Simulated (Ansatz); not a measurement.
A made-up structure of CH$_{6}$NSi (charge -1), singlet:

C1  (-1.050, 0.645, -0.970)
Si2  (0.436, 0.214, -0.134)
N3  (0.254, -1.155, 0.980)
H4  (-1.560, -0.017, -1.668)
H5  (-1.326, 1.695, -1.057)
H6  (-1.449, 0.478, -0.003)
H7  (1.699, -0.311, -0.830)
H8  (1.089, -1.466, 1.463)
H9  (-0.512, -1.052, 1.633)
(Å)

It is relaxed with PBE-D4/def2-SVPD and then PBE0-D4/def2-TZVPD (Ansatz 0.2.0). Atoms count as bonded within 1.22 times the sum of their covalent radii (H–H: 0.88 Å). The end point is not checked to be a true minimum.

Task: Does its bonding change? (A judgement: the text doesn't fix the answer.)

Result: Computed: No: no bond forms or breaks.

Where it ends: The first stage lowers the energy by 1.85 eV in 16 steps. It ends as CH₆NSi ([CH3][SiH][NH2]), total charge -1:
```tsv
atom	x (Å)	y (Å)	z (Å)
C1	-1.0762	0.5812	-0.8498
Si2	0.4064	0.5725	0.4133
N3	0.0835	-1.0502	1.1809
H4	-1.1873	-0.3729	-1.3861
H5	-0.9278	1.3708	-1.5978
H6	-2.0215	0.7856	-0.3339
H7	1.4737	0.1927	-0.6630
H8	0.2471	-1.8682	0.6025
H9	0.5838	-1.1810	2.0490
```

Labels in which every atom is bracketed show which atoms are joined, not bond orders.

For scale, one of the runs: PBE0-D4/def2-TZVPD relaxation, 171 basis functions, launched by `ansatz run in.yaml --threads 2 --pin off --events-out ev --progress --plain --max-ram 4352MiB`. Hardware: 2 CPU threads of an AMD EPYC 7R13, shared host. Wall time about 35 s.
